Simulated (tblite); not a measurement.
Isomers of C5H4F (doublet state). Computed with GFN2-xTB (tblite): harmonic, unscaled wavenumbers at the GFN2-xTB geometry, gas phase. Errors from tens to a few hundred cm⁻¹ against measured bands are possible. One conformer each. Open shells enter through the occupations alone, without spin polarisation, and single modes of such species can be off by tens of per cent.

Electronic energies: GFN2-xTB at the same geometries; isomer energies are rough at this level and their order can be wrong.

| SMILES | electronic energy, lowest = 0 (kcal/mol) |
| --- | --- |
| C#C/[C]=C(/C)F | 51.8 |
| [CH2]C1=C(F)C1=C | 53.2 |
| F[C]1C=CC=C1 | 0.0 |

**Question.** How do GFN2-xTB zero-point energies change the relative energies?

**Answer.** 
```
          SMILES  ZPE (kcal/mol)  of it from modes above 1550 cm⁻¹  electronic (kcal/mol)  with ZPE, lowest = 0 (kcal/mol)  lowest mode (cm⁻¹)  rings
    F[C]1C=CC=C1            44.0                              18.1                    0.0                              0.0                 242      1
  C#C/[C]=C(/C)F            41.3                              23.5                   51.8                             49.1                  46      0
[CH2]C1=C(F)C1=C            42.1                              20.6                   53.2                             51.3                 167      1
```

The zero-point energies span 2.7 kcal/mol, from `C#C/[C]=C(/C)F` to `F[C]1C=CC=C1`. The order is unchanged.

**Question.** What do entropy and thermal enthalpy add at 298.15 K and 1 bar (rigid rotor, harmonic oscillator, one conformer each)?

**Answer.** 
| SMILES | point group | symmetry number | S (cal/(mol K)) | H − H(0) (kcal/mol) | ZPE + H − H(0) − TS (kcal/mol) |
| --- | --- | --- | --- | --- | --- |
| F[C]1C=CC=C1 | C2v | 2 | 71.3 | 3.68 | 26.4 |
| C#C/[C]=C(/C)F | Cs | 1 | 85.5 | 5.24 | 21.0 |
| [CH2]C1=C(F)C1=C | C2v | 2 | 77.4 | 4.50 | 23.5 |

S holds R ln(2S + 1) for the spin.
